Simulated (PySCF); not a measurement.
Species: C4H9P.
Cartesian coordinates in Å at the GFN2-xTB level; atoms count from 1:
```
atom  x, y, z in Å
C1     2.1944   -0.2303    0.3910
P2     0.8780    1.0599    0.2067
C3    -0.4597   -0.0297   -0.4271
C4    -1.8678    0.4914   -0.4422
C5    -1.4736   -0.5463    0.5548
H6     3.1521    0.2593    0.5562
H7     1.9647   -0.8450    1.2607
H8     2.2544   -0.8627   -0.4934
H9     1.2935    1.4914   -1.0629
H10   -0.1683   -0.6958   -1.2341
H11   -2.0404    1.4953   -0.0838
H12   -2.5073    0.2073   -1.2648
H13   -1.3803   -0.2411    1.5873
H14   -1.8405   -1.5542    0.4294
```

Method: PySCF 2.14.0, density-fitted response routines, TDDFT CAM-B3LYP/def2-SVPD, vertical, gas phase, core orbitals frozen in the response.

Kohn–Sham orbitals with the atoms that hold most of them (Löwdin shares over 4%, at most four atoms; ? is withheld):

| orbital | ε (eV) | atoms |
| --- | --- | --- |
| HOMO-3 | -11.18 | C3 22%, P2 15%, C4 14%, C5 13% |
| HOMO-2 | -9.75 | C5 33%, C3 24%, C4 14%, P2 11% |
| HOMO-1 | -9.68 | ? |
| HOMO | ? | P2 62%, C3 11%, C1 11%, H9 7% |
| LUMO | 1.33 | ? |
| LUMO+1 | 1.60 | C4 19%, P2 15%, H12 10%, C3 10% |
| LUMO+2 | 2.12 | C5 24%, H13 18%, H14 15%, H10 10% |

Task: Which atoms hold the LUMO, and with what shares?

Result: C1 (bonded to P and 3 H) 26%; P2 (bonded to 2 C and H) 15%; H8 (bonded to C) 9%; H9 (bonded to P) 9%. By element: carbon 26% or more, hydrogen 18% or more, phosphorus 15%.

Task: Which atoms hold the HOMO-1, and with what shares?

Result: C4 (bonded to 2 C and 2 H) 29%; C3 (bonded to 2 C, P and H) 25%; C1 (bonded to P and 3 H) 11%; C5 (bonded to 2 C and 2 H) 11%.

Task: What is the HOMO energy, and the HOMO–LUMO gap?

Result: ε(HOMO) = -8.19 eV; the gap is 9.51 eV (0.3496 hartree).

Task: How does S1 compare with the orbital gap of 9.51 eV?

Result: S1 is at 6.51 eV (f = 0.052), 3.01 eV below the gap, made of HOMO→LUMO (87%). Without the coupling terms of the response equations the lowest excitation would equal the gap.

Next come S2 at 6.70 eV (f 0.093), HOMO→LUMO+1 (67%), HOMO→LUMO+4 (19%); S3 at 7.54 eV (f 0.068), HOMO→LUMO+3 (40%), HOMO→LUMO+5 (26%), HOMO→LUMO+4 (10%); S4 at 7.71 eV (f 0.122), HOMO→LUMO+4 (46%), HOMO→LUMO+2 (23%), HOMO→LUMO+3 (22%); S5 at 7.86 eV (f 0.0096), HOMO→LUMO+2 (50%), HOMO→LUMO+4 (14%), HOMO→LUMO+1 (10%).

One conformer stands for the species.
